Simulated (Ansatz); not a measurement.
## Chalcopyrite ZnGeP₂

The numbers are results of rVV10 (PAW; Ansatz, a quantum-chemistry and plane-wave program), not measurements.

Settings: plane-wave cutoff 520 eV, 10×10×10 k mesh, Fermi–Dirac smearing 0.01 eV, scalar-relativistic PAW data made under PBE.

Cell (relaxed at this level):

Space group I-42d (No. 122); a = 5.521 Å, b = 5.521 Å, c = 10.897 Å, α = 90.00°, β = 90.00°, γ = 90.00°

| atom | site | symmetry | x | y | z |
|---|---|---|---|---|---|
| Zn | 4a | -4.. | 0.0000 | 0.0000 | 0.0000 |
| Ge | 4b | -4.. | 0.0000 | 0.0000 | 0.5000 |
| P | 8d | .2. | 0.2525 | 0.2500 | 0.1250 |
(The calculation used a cell of 8 atoms; values per cell refer to that cell.)

```json
{
  "bulk_modulus": "72.8 GPa",
  "band_gap": "0.95 eV (direct)",
  "pressure derivative B′ of the bulk modulus": "4.6"
}
```

Measured, for comparison: band gap 2.05 eV (temperature not stated, not corrected to a static lattice, pseudodirect, our sources range from 1.80 to 2.20; as tabulated in Rashkeev et al. (1999), arXiv:cond-mat/9809378); bulk modulus 79 GPa (room temperature, not corrected to a static lattice; as tabulated in Isothermal phase behavior of Ag3SbS3, ZnGeP2, and ZnS (abstract)). Computed (rounded) less measured: bulk modulus -8 %.

Note: the bulk modulus comes from volumes at which shape and atoms were relaxed.

Spin–orbit coupling is not included.

Static lattice: no zero-point or thermal effects.

Computing time: about 21 core-minutes (a rough figure).
